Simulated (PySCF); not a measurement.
## Predicted spectroscopic data

A single conformation, non-relativistic Hamiltonian, averaged over atoms made equivalent by symmetry, fast rotation or ring inversion, isolated molecule. GIAO PBE0/pcSseg-1 shieldings; geometry: PBE0-D3(BJ)/def2-SVP; couplings computed with B3LYP/pcJ-1 (spin–dipole term left out of most H,H and C,H couplings); PySCF 2.14.

δ = σ(ref) − σ, references computed at the same level: 1H (σ = 31.27 ppm), 13C (σ = 184.41 ppm) vs TMS. Multiplet labels drop J under 1 Hz and among equivalent protons, and merge close values. Unscaled 3J(H,H) run several per cent high. One-bond C–F couplings are unscaled and too large by tens of Hz. Shifts are as computed. Against solution values, carbons near 30 ppm lie about +2 ppm off and those near 130 ppm about +5 ppm. Of 1211 compounds with measured shifts, 218 miss one by over three times the rms of a fit or turn the order of signals round; such compounds aren't used in these exercises.

Compound 1 (C$_{5}$H$_{5}$F). 1H NMR (400 MHz, computed): δ 5.69 (dt, J = 24.7, 8.9 Hz, 1H), 5.40 (ddt, J = 8.9, 3.5, 2.6 Hz, 2H), 4.80 (dq, J = 13.2, 2.5 Hz, 1H), 4.46 (dq, J = 40.1, 2.3 Hz, 1H). 13C{1H} NMR (computed): δ 225.3 (C, d, J = 2.4 Hz), 166.7 (C, d, J = 325.5 Hz), 97.7 (CH2, d, J = 22.0 Hz), 94.2 (CH, d, J = 28.2 Hz), 85.1 (CH2). Structure: `C=C=CC(=C)F`.

Compound 2 (C$_{5}$H$_{5}$F). 1H NMR (400 MHz, computed): δ 6.64 (m, 1H), 6.56 (m, 1H), 5.72 (qdd, J = 2.6, 2.1, 1.1 Hz, 1H), 3.05 (ddt, J = 6.6, 2.6, 1.7 Hz, 2H). 13C{1H} NMR (computed): δ 172.9 (d, J = 341.1 Hz), 143.0 (d, J = 2.1 Hz), 135.6 (d, J = 28.6 Hz), 109.4 (d, J = 10.2 Hz), 39.5 (d, J = 6.0 Hz). Structure: `FC1=CCC=C1`.
